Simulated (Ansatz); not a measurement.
## Nudged elastic band run: AlClH₄O

The input (input.yaml):

```yaml
crystal:
  periodic: [false, false, false]
  atoms:
    - { symbol: Al, position_ang: [-0.098442, -0.20235, 0.139564] }
    - { symbol: Cl, position_ang: [0.079418, -0.789951, 2.177483] }
    - { symbol: O, position_ang: [1.253338, -0.315536, -0.907218] }
    - { symbol: H, position_ang: [2.136537, -0.597781, -0.621809] }
    - { symbol: H, position_ang: [-1.496004, 0.135106, -0.50683] }
    - { symbol: H, position_ang: [0.168581, 2.18318, 0.504796] }
    - { symbol: H, position_ang: [0.142873, 1.900533, 1.224114] }
basis:
  gaussian: { orbitals: def2-SVP }
hamiltonian:
  xc: pbe
  dispersion: d4
neb:
  order_check: false
  images: 7
  f_tol: 0.05
  max_iterations: 60
  final_atoms:
    - { symbol: Al, position_ang: [-0.01387115, -0.24308344, 0.26200097] }
    - { symbol: Cl, position_ang: [-0.18932956, -0.68735135, 2.32565324] }
    - { symbol: O, position_ang: [1.56224052, -0.42321549, -0.38933272] }
    - { symbol: H, position_ang: [1.75590074, -0.3711237, -1.33793045] }
    - { symbol: H, position_ang: [-1.30752559, 0.0264769, -0.61434741] }
    - { symbol: H, position_ang: [0.28652024, 2.12698179, 0.52756751] }
    - { symbol: H, position_ang: [0.09236581, 1.88451631, 1.23648886] }
  initial_path:
    images:
      - { positions_ang: [[-0.098442, -0.20235, 0.139564], [0.079418, -0.789951, 2.177483], [1.253338, -0.315536, -0.907218], [2.136537, -0.597781, -0.621809], [-1.496004, 0.135106, -0.50683], [0.168581, 2.18318, 0.504796], [0.142873, 1.900533, 1.224114]] }
      - { positions_ang: [[-0.07382055, -0.15050778, 0.10324248], [0.06105481, -0.60385677, 2.276556], [1.3248769, -0.23019923, -0.90516893], [2.06266685, -0.67888985, -0.73466633], [-1.46018795, 0.10567638, -0.57575404], [0.14669786, 2.07649883, 0.53236152], [0.1250131, 1.79447942, 1.3135293]] }
      - { positions_ang: [[-0.04919911, -0.09866556, 0.06692095], [0.04269161, -0.41776253, 2.375629], [1.39641579, -0.14486247, -0.90311986], [1.9887967, -0.7599987, -0.84752366], [-1.42437191, 0.07624677, -0.64467807], [0.12481472, 1.96981766, 0.55992704], [0.10715319, 1.68842584, 1.4029446]] }
      - { positions_ang: [[-0.02457766, -0.04682335, 0.03059943], [0.02432842, -0.2316683, 2.47470201], [1.46795469, -0.0595257, -0.9010708], [1.91492655, -0.84110756, -0.96038099], [-1.38855586, 0.04681715, -0.71360211], [0.10293158, 1.86313649, 0.58749256], [0.08929329, 1.58237226, 1.4923599]] }
      - { positions_ang: [[4.379e-05, 0.00501887, -0.00572209], [0.00596523, -0.04557406, 2.57377501], [1.53949359, 0.02581106, -0.89902173], [1.8410564, -0.92221641, -1.07323831], [-1.35273982, 0.01738753, -0.78252615], [0.08104844, 1.75645532, 0.61505808], [0.07143338, 1.47631869, 1.58177519]] }
      - { positions_ang: [[-0.00343495, -0.05700671, 0.06120867], [-0.04285847, -0.20601839, 2.51174457], [1.54518032, -0.08644558, -0.77159948], [1.81976748, -0.78444323, -1.13941135], [-1.34143626, 0.01965987, -0.74048146], [0.13241639, 1.84908694, 0.59318543], [0.07666649, 1.57836809, 1.49545361]] }
      - { positions_ang: [[-0.00691368, -0.11903228, 0.12813944], [-0.09168217, -0.36646271, 2.44971413], [1.55086705, -0.19870222, -0.64417723], [1.79847857, -0.64667006, -1.20558438], [-1.33013271, 0.02193221, -0.69843678], [0.18378434, 1.94171856, 0.57131279], [0.08189959, 1.6804175, 1.40913203]] }
      - { positions_ang: [[-0.01039241, -0.18105786, 0.19507021], [-0.14050587, -0.52690703, 2.38768368], [1.55655379, -0.31095885, -0.51675498], [1.77718965, -0.50889688, -1.27175742], [-1.31882915, 0.02420456, -0.65639209], [0.23515229, 2.03435017, 0.54944015], [0.0871327, 1.7824669, 1.32281045]] }
      - { positions_ang: [[-0.01387115, -0.24308344, 0.26200097], [-0.18932956, -0.68735135, 2.32565324], [1.56224052, -0.42321549, -0.38933272], [1.75590074, -0.3711237, -1.33793045], [-1.30752559, 0.0264769, -0.61434741], [0.28652024, 2.12698179, 0.52756751], [0.09236581, 1.88451631, 1.23648886]] }
```

Run as:

```bash
$ ansatz run input.yaml --threads 1 --pin off --max-ram 2048MiB --backend cpu --events-out ev --progress --plain --runs-dir out
```

Output, in part (warnings, iteration lines, the closing report on the highest movable image, with atoms numbered from 0):

```
NEB end point (image 0): max|allowed force component| = 1.461e-2 eV/Å (the criterion of neb.relax_end_points is 1.000e-2)
NEB end point (image 8): max|allowed force component| = 1.061e-2 eV/Å (the criterion of neb.relax_end_points is 1.000e-2)
NEB iter   1: max|band force component| = 1.773e1 eV/Å  barrier→ = 2.4658 eV  barrier← = 2.4027 eV  Δτ_max = 0.2000 Å  (225 SCF iters)
NEB iter   2: max|band force component| = 1.221e0 eV/Å  barrier→ = 0.8334 eV  barrier← = 0.7703 eV  Δτ_max = 0.2000 Å  (211 SCF iters)
NEB iter   3: max|band force component| = 1.061e0 eV/Å  barrier→ = 0.4727 eV  barrier← = 0.4095 eV  Δτ_max = 0.1001 Å  (203 SCF iters)
NEB iter   4: max|band force component| = 7.530e-1 eV/Å  barrier→ = 0.3081 eV  barrier← = 0.2450 eV  Δτ_max = 0.1002 Å  (185 SCF iters)
NEB iter   5: max|band force component| = 5.069e-1 eV/Å  barrier→ = 0.2107 eV  barrier← = 0.1476 eV  Δτ_max = 0.1007 Å  (186 SCF iters)
NEB iter   6: max|band force component| = 5.382e-1 eV/Å  barrier→ = 0.1521 eV  barrier← = 0.0890 eV  Δτ_max = 0.1973 Å  (185 SCF iters)
NEB iter   7: max|band force component| = 2.794e-1 eV/Å  barrier→ = 0.1363 eV  barrier← = 0.0731 eV  CI = image 3  Δτ_max = 0.0892 Å  (188 SCF iters)
NEB iter   8: max|band force component| = 2.189e-1 eV/Å  barrier→ = 0.1208 eV  barrier← = 0.0577 eV  CI = image 4  Δτ_max = 0.1125 Å  (182 SCF iters)
NEB iter   9: max|band force component| = 1.763e-1 eV/Å  barrier→ = 0.1208 eV  barrier← = 0.0577 eV  CI = image 4  Δτ_max = 0.0648 Å  (182 SCF iters)
NEB iter  10: max|band force component| = 1.541e-1 eV/Å  barrier→ = 0.1170 eV  barrier← = 0.0539 eV  CI = image 4  Δτ_max = 0.1899 Å  (187 SCF iters)
NEB iter  11: max|band force component| = 6.735e-1 eV/Å  barrier→ = 0.1331 eV  barrier← = 0.0699 eV  CI = image 5  Δτ_max = 0.0990 Å  (192 SCF iters)
NEB iter  12: max|band force component| = 3.326e-1 eV/Å  barrier→ = 0.1230 eV  barrier← = 0.0598 eV  CI = image 5  Δτ_max = 0.0972 Å  (182 SCF iters)
NEB iter  13: max|band force component| = 1.772e-1 eV/Å  barrier→ = 0.1184 eV  barrier← = 0.0552 eV  CI = image 5  Δτ_max = 0.1234 Å  (182 SCF iters)
NEB iter  14: max|band force component| = 1.708e-1 eV/Å  barrier→ = 0.1176 eV  barrier← = 0.0545 eV  CI = image 5  Δτ_max = 0.1827 Å  (191 SCF iters)
NEB iter  15: max|band force component| = 3.579e-1 eV/Å  barrier→ = 0.1179 eV  barrier← = 0.0548 eV  CI = image 2  Δτ_max = 0.0937 Å  (196 SCF iters)
NEB iter  16: max|band force component| = 1.478e-1 eV/Å  barrier→ = 0.1165 eV  barrier← = 0.0534 eV  CI = image 2  Δτ_max = 0.1832 Å  (185 SCF iters)
NEB iter  17: max|band force component| = 2.098e-1 eV/Å  barrier→ = 0.1158 eV  barrier← = 0.0527 eV  CI = image 2  Δτ_max = 0.0917 Å  (194 SCF iters)
NEB iter  18: max|band force component| = 1.921e-1 eV/Å  barrier→ = 0.1156 eV  barrier← = 0.0525 eV  CI = image 2  Δτ_max = 0.0601 Å  (184 SCF iters)
NEB iter  19: max|band force component| = 9.742e-2 eV/Å  barrier→ = 0.1155 eV  barrier← = 0.0524 eV  CI = image 2  Δτ_max = 0.0450 Å  (184 SCF iters)
NEB iter  20: max|band force component| = 1.302e-1 eV/Å  barrier→ = 0.1154 eV  barrier← = 0.0523 eV  CI = image 2  Δτ_max = 0.0226 Å  (185 SCF iters)
NEB iter  21: max|band force component| = 8.796e-2 eV/Å  barrier→ = 0.1154 eV  barrier← = 0.0522 eV  CI = image 2  Δτ_max = 0.0138 Å  (185 SCF iters)
NEB iter  22: max|band force component| = 4.085e-2 eV/Å  barrier→ = 0.1154 eV  barrier← = 0.0522 eV  CI = image 2  Δτ_max = 0.0000 Å  (349 SCF iters)
Total energy: -21215.20419654 eV, -779.6443740410 hartree
Atom 0 at    -0.047745    -0.156754     0.254682 Å, force     0.008413     0.004486    -0.008622 eV/Å
Atom 1 at    -0.083784    -0.719304     2.305059 Å, force    -0.000145    -0.001513     0.005032 eV/Å
Atom 2 at     1.460593    -0.048659    -0.549356 Å, force    -0.004041    -0.011298    -0.001934 eV/Å
Atom 3 at     1.928147    -0.700803    -1.088621 Å, force    -0.004011     0.009840     0.005885 eV/Å
Atom 4 at    -1.429057    -0.007266    -0.505657 Å, force    -0.000804    -0.000702    -0.000066 eV/Å
Atom 5 at     0.291593     2.072332     0.439356 Å, force     0.001826    -0.000306    -0.001835 eV/Å
Atom 6 at     0.066553     1.873655     1.154636 Å, force    -0.001237    -0.000508     0.001540 eV/Å
Dipole moment:     0.116801     0.063862    -0.322642 e Å
```

It converged. A vibrational analysis at the climbing image gives one clearly imaginary mode, 260i cm⁻¹: a first-order saddle point.

Final band:

```csv
image,path coordinate (Å),energy (eV)
0,0.00,0.000
1,0.42,0.060
2,0.85,0.115
3,0.97,0.112
4,1.09,0.103
5,1.21,0.090
6,1.33,0.076
7,1.44,0.066
8,1.56,0.063
```

The run took 3.8 min on 1 thread of Arm Neoverse V2 (shared host), peak memory 0.12 GiB.
